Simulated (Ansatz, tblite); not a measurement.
**The cluster Cs₄: one state, many levels**

The task here is to estimate one member of a computed series from the others.

Computed with Ansatz 0.2.0, Gaussian basis. Level: as each input shows.

Levels to be run: GFN1-xTB, GFN2-xTB, PBE/def2-TZVP, r2SCAN/def2-TZVP, ωB97X-V/def2-TZVP, B3LYP/def2-TZVP, B2PLYP/def2-TZVP, BHLYP/def2-TZVP, HSE06/def2-TZVP, PBE/def2-SVP, PBE0/def2-SVP, PBE0/def2-TZVPD, PBE/def2-TZVPD, r2SCAN/def2-TZVPD, CCSD(T)/def2-TZVPP, MP2/def2-TZVP, RPA/def2-TZVP, CCSD(T)/def2-TZVPD.

3 further runs of the same task are left out: 3 set aside as unsound or not needed. Runs told in other sessions of the task aren't counted.

## The structure

The geometry is that of the singlet, from an earlier relaxation (r2SCAN/def2-TZVP). At that level it is the lowest of the isomers that a small search found.

4 atoms, charge 0, spin multiplicity 1.

Bond lengths: Cs1–Cs2 5.404 Å, Cs1–Cs3 5.389 Å, Cs2–Cs3 4.883 Å, Cs2–Cs4 5.396 Å, Cs3–Cs4 5.396 Å. Angles: Cs2–Cs1–Cs3 53.8°, Cs1–Cs2–Cs3 62.9°, Cs1–Cs2–Cs4 126.0°, Cs3–Cs2–Cs4 63.1°, Cs1–Cs3–Cs2 63.3°, Cs1–Cs3–Cs4 126.4°, Cs2–Cs3–Cs4 63.1°, Cs2–Cs4–Cs3 53.8°.

Cs takes a core potential in the def2 sets. No spin-orbit coupling is included.

PBE0/def2-TZVP was run before; its log isn't repeated, and its numbers join the tables.

The first run:

Tight binding, by tblite at 300 K electronic temperature and without a spin-polarisation term:

```python
tblite.interface.Calculator('GFN1-xTB', numbers, positions, charge=0, uhf=0).singlepoint()
```

Tight binding, by tblite at 300 K electronic temperature and without a spin-polarisation term:

```python
tblite.interface.Calculator('GFN2-xTB', numbers, positions, charge=0, uhf=0).singlepoint()
```

start.molden holds the orbitals of an earlier run on this state, given as this run's starting guess.

The input, in.yaml:

```yaml
crystal:
  periodic: [false, false, false]
  atoms:
    - {symbol: Cs, position_ang: [2.505495, 3.311296, 2.433078]}
    - {symbol: Cs, position_ang: [-1.711206, 1.667865, -0.520498]}
    - {symbol: Cs, position_ang: [1.702471, -1.663596, 0.523458]}
    - {symbol: Cs, position_ang: [-2.496760, -3.315565, -2.436039]}
basis:
  gaussian: {orbitals: def2-TZVP, initial_orbitals: start.molden}
hamiltonian: {xc: pbe}
scf: {omitted_lower_state_checks: [starts]}
output: {orbitals: {seedname: orbitals}}
```

Run with:

```console
$ ansatz run in.yaml --threads 4 --pin off --events-out ev --progress --plain --max-ram 3916MiB
```

Steps of the session up to this table: PBE/def2-TZVP; r2SCAN/def2-TZVP; ωB97X-V/def2-TZVP; B3LYP/def2-TZVP; B2PLYP/def2-TZVP; BHLYP/def2-TZVP; HSE06/def2-TZVP; PBE/def2-SVP; PBE0/def2-SVP; PBE0/def2-TZVPD; PBE/def2-TZVPD; r2SCAN/def2-TZVPD; CCSD(T)/def2-TZVPP; MP2/def2-TZVP; RPA/def2-TZVP; CCSD(T)/def2-TZVPD.

One of the session's tables, all rows but one given; the rest of the session is left out.

```
            level  HOMO (eV)  LUMO (eV)  gap (eV)
     PBE/def2-SVP      -2.01      -1.77      0.25
    PBE/def2-TZVP      -2.01      -1.76      0.25
   PBE/def2-TZVPD      -2.00      -1.75      0.25
 r2SCAN/def2-TZVP      -1.97      -1.56      0.41
r2SCAN/def2-TZVPD      -1.96      -1.55      0.41
  B3LYP/def2-TZVP      -2.21      -1.50      0.71
    PBE0/def2-SVP      -2.27      -1.38      0.90
   PBE0/def2-TZVP      -2.27      -1.36      0.91
  PBE0/def2-TZVPD          ?          ?         ?
  HSE06/def2-TZVP      -2.03      -1.65      0.38
  BHLYP/def2-TZVP      -2.43      -0.97      1.46
ωB97X-V/def2-TZVP      -3.13      -0.31      2.82
```

Q: Estimate the row for PBE0/def2-TZVPD from the others.

As computed: HOMO (eV): -2.26; LUMO (eV): -1.34; gap (eV): 0.91. In the column «HOMO (eV)» it lies between PBE0/def2-TZVP (-2.27) and B3LYP/def2-TZVP (-2.21).
